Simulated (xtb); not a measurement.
pyrrole (C4H5N), SMILES c1cc[nH]c1. All values are semi-empirical tight-binding results from xtb (GFN2-xTB unless named), good for trends rather than for accurate numbers. Coordinates come from a GFN2-xTB optimisation.

Computed properties:
```json
{
  "point_group_as_xtb_finds_it": "C2v",
  "orbital_gap": "5.06 eV",
  "dipole_moment": "2.10 D",
  "zero_point_energy": "50.6 kcal/mol",
  "G − E(el) at 298.15 K (modified RRHO)": "34.5 kcal/mol",
  "static polarisability (D4 model)": "54.5 bohr³",
  "solvation energy, GFN2-xTB/ALPB(water)": "-2.4 kcal/mol",
  "solvation energy, GFN2-xTB/ALPB(acetone)": "-4.9 kcal/mol"
}
```

### Question
Give the IR lines (harmonic; lines under 4 % of the strongest left out, lines within 3 cm⁻¹ merged). (An estimate is asked for; the answer gives what the named calculation found.)

### Answer
ν (cm⁻¹): 530 (s), 615 (s), 773 (m), 822 (w), 1052 (m), 1073 (m), 1135 (w), 1211 (m), 1223 (w), 1455 (s), 3155 (m), 3166 (vs), 3176 (m), 3480 (w) (against the strongest line: vs over 80 %, s over 45 %, m over 15 %, w over 4 %, vw less)
